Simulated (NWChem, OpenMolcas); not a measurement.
How basis sets differ on [SiH3]+ (SMILES [SiH3+])

[SiH3]+: 4 atoms, total charge +1, spin state singlet. SMILES: `[SiH3+]`. The shape is that of a PBE0-D4/def2-TZVP optimisation.

Each level gives the HOMO–LUMO gap (eV). The values are calculated.

```tsv
level	kind	program	value (eV)
M06-2X/3-21G	hybrid meta-GGA	OpenMolcas	9.54
M06-2X/6-31G	hybrid meta-GGA	OpenMolcas	9.50
M06-2X/x2c-SVPall-2c (DKH3)	hybrid meta-GGA	NWChem	9.58
M06-2X/aug-cc-pVTZ	hybrid meta-GGA	OpenMolcas	9.59
```

The values span 9.50 to 9.59 eV. Orbital gaps aren't excitation energies.
